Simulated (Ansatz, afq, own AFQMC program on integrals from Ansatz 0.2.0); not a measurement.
**Atomization energy of CuCH$_{2}$, doublet, worked out**

```xyz
4

Cu    0.0000    0.0000    0.3486
C     0.0000    0.0000   -1.4956
H     0.0000    0.9188   -2.0778
H     0.0000   -0.9188   -2.0778
```

Connectivity, by distances: Cu–CH2.

Basis def2-SVP. Noble-gas cores (and the filled d shells of Ga–Kr and In–Xe) are frozen. Ansatz 0.2.0 and our own AFQMC program on the same integrals; the CISD trial comes from CCSD amplitudes, and released means the phaseless constraint is let go. Error bars are statistical, one sigma. The metal's outer-core s and p shells are frozen, which shifts wave-function levels against functionals.

Total energies in eV. CBS is CCSD(T) at the limit of def2-TZVPP/QZVPP (extrapolated itself); the highest rung of each member is named.

Cautions: no relativity below Rb; outer-core shells of the metal frozen; CuCH₂ (doublet): higher spins were not checked; Cu (doublet): its ph-AFQMC/CISD value lies 36 ± 3 meV above CCSDTQ.

```tsv
member	count	CCSD(T)/def2-SVP	highest rung in def2-SVP	which	CCSD(T)/CBS
Cu (doublet)	+1	-44598.1518	-44598.1025	CCSDTQ	-44611.9227
C (triplet)	+1	-1026.2885	-1026.2976	FCI	-1028.3149
H (doublet)	+2	-13.5861	-13.5861	FCI	-13.6059
CuCH₂, doublet	-1	-45662.0529	-45662.0274	CCSDT(Q)	-45678.4581
```

Q: Work out the best estimate of the atomization energy: the CCSD(T)/CBS difference plus the step from CCSD(T) to the highest rung.

A: Sums with the counts: CCSD(T)/CBS 11.0087 eV, highest rung 10.4551 eV, CCSD(T)/def2-SVP 10.4404 eV. The step is 10.4551 − 10.4404 = 0.0147 eV, so the best estimate is 11.0087 + (0.0147) = 11.0234 eV = 1063.6 kJ/mol. The basis set is worth 0.568 eV of it. Zero-point, core-correlation and spin–orbit terms aren't in it. Past Ne the Hartree–Fock part of each CBS total tends to overshoot, since the cores don't follow the formula; that largely cancels in the difference.

Best estimates are given only where the step beyond CCSD(T) is under 0.3 eV and no member's determinant is very poor (T1 over 0.05, or 0.07 for open shells, ⟨S²⟩ too high by 0.3, two states mixed), so the hardest cases are missing from such tables.

CCSDT and higher add their correlation energy to the determinant of the CCSD(T) run, since their own runs factorise the integrals more tightly (a shift of under 2 meV). Each member of a difference takes its own highest rung, so a best estimate needn't equal the limit plus the step of one row.
